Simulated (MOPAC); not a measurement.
MOPAC input (AM1):

```
AM1 1SCF GEO-OK AUX(PRECISION=9) THREADS=1
BCl3

B     0.00000000 1   -0.00000000 1   -0.00000000 1
Cl    0.00508444 1    1.74500655 1   -0.02473757 1
Cl    1.50850421 1   -0.87734968 1   -0.01892724 1
Cl   -1.51358865 1   -0.86765687 1    0.04366481 1
```

From the last part of the output:

```
                                                       MOPAC v23.2.5 Linux

          FINAL HEAT OF FORMATION =        -95.68785 KCAL/MOL =    -400.35798 KJ/MOL

          COSMO AREA              =        116.85 SQUARE ANGSTROMS
          COSMO VOLUME            =        103.89 CUBIC ANGSTROMS

          IONIZATION POTENTIAL    =         12.374802 EV
          HOMO LUMO ENERGIES (EV) =        -12.375 -1.211
          NO. OF FILLED LEVELS    =         12
          MOLECULAR WEIGHT        =        117.1690         POINT GROUP:  D3h

          MOLECULAR DIMENSIONS (Angstroms)

            Atom       Atom       Distance
           Cl     4   Cl     2     3.02276
           Cl     3   Cl     2     2.61778
           Cl     4   Cl     3     0.00000

          SCF CALCULATIONS        =          1

   ATOM   CHEMICAL          X               Y               Z
  NUMBER   SYMBOL      (ANGSTROMS)     (ANGSTROMS)     (ANGSTROMS)

     1       B          0.00000000  *  -0.00000000  *  -0.00000000  *
     2      Cl          0.00508444  *   1.74500655  *  -0.02473757  *
     3      Cl          1.50850421  *  -0.87734968  *  -0.01892724  *
     4      Cl         -1.51358865  *  -0.86765687  *   0.04366481  *

                             CARTESIAN COORDINATES

   1    B        0.000000000    -0.000000000    -0.000000000
   2   Cl        0.005084440     1.745006550    -0.024737570
   3   Cl        1.508504210    -0.877349680    -0.018927240
   4   Cl       -1.513588650    -0.867656870     0.043664810

           Empirical Formula: B Cl3  =     4 atoms

      MOLECULAR POINT GROUP   :   D3h

                  EIGENVALUES
 -38.19245 -37.77657 -37.77657 -23.49626 -16.44085 -16.44085 -14.50987 -12.70003
 -12.70003 -12.53746 -12.53746 -12.37480  -1.21089   0.20125   2.49422   2.49422

              NET ATOMIC CHARGES AND DIPOLE CONTRIBUTIONS

  ATOM NO.   TYPE          CHARGE      No. of ELECS.   s-Pop       p-Pop
    1          B           0.215901        2.7841     1.19677     1.58733
    2         Cl          -0.071967        7.0720     1.98150     5.09047
    3         Cl          -0.071967        7.0720     1.98150     5.09047
    4         Cl          -0.071967        7.0720     1.98150     5.09047
 DIPOLE           X         Y         Z       TOTAL
 POINT-CHG.     0.000    -0.000    -0.000     0.000
 HYBRID        -0.000     0.000     0.000     0.000
 SUM            0.000    -0.000    -0.000     0.000

          ATOMIC ORBITAL ELECTRON POPULATIONS

     Atom    s        px        py        pz
    1  B   1.19677   0.65088   0.65097   0.28549
    2 Cl   1.98150   1.97207   1.21360   1.90480
    3 Cl   1.98150   1.40525   1.78035   1.90487
    4 Cl   1.98150   1.40142   1.78457   1.90448

 **********************
 *                    *
 * JOB ENDED NORMALLY *
 *                    *
 **********************

 == MOPAC DONE ==
```
